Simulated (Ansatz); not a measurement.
LiF2⁻, relaxed as a triplet with UKS r2SCAN-D4/def2-TZVPD in Ansatz, starting from the r2SCAN-D4/def2-TZVPD geometry of the charge -1 singlet. Force threshold 0.02 eV/Å.

The highest occupied level of the charge -1 triplet lies above zero (up to 1.57 eV). The electron is either unbound and held by the finite basis, or the level is raised by self-interaction error. In the triplet, F2 and F3 lie 1.99 Å apart (atoms count from 1), so these atoms are partly bonded to each other. At r2SCAN-D4/def2-TZVPD a singlet of charge -1 lies 4.52 eV below the triplet, each at its own geometry. The structure comes from a short search, and lower isomers may exist.

Start:

Cartesian coordinates in Å:
```
Li 0.0000 0.0000 0.0000
F 0.7985 1.4902 0.1101
F -0.7985 -1.4902 -0.1101
```

```tsv
step	energy (eV)	largest force component (eV/Å)	SCF passes
1	-5637.4076	0.468	185
2	-5637.4428	0.318	77
3	-5637.4795	0.060	138
4	-5637.4813	0.003	78
5	-5637.4832	0.067	132
6	-5637.5473	0.348	75
7	-5637.7049	0.392	76
8	-5637.8405	0.305	67
9	-5638.0291	0.352	62
10	-5638.2613	0.449	50
11	-5638.5327	0.379	45
12	-5638.5677	0.291	39
13	-5638.5970	0.021	37
14	-5638.5971	0.001	31
```

Force components are those of the run's own axes.

End:

| atom | x (Å) | y (Å) | z (Å) |
| --- | --- | --- | --- |
| Li1 | 0.877 | -0.462 | -0.112 |
| F2 | 0.031 | 1.107 | 0.121 |
| F3 | -0.908 | -0.645 | -0.009 |

By distances, no bond broke or formed. The bond that changes most is Li1–F2, from 1.69 to 1.80 Å (atoms count from 1). A close non-bonded pair moves further: F2–F3, from 3.39 to 1.99 Å.

The force fell under the threshold at step 4, but the optimiser went on and released 1.116 eV more. No frequencies were taken in this run, so the end may be a saddle point.

Hardware: 4 threads of Arm Neoverse V2 on a shared host. Wall time 35 s.
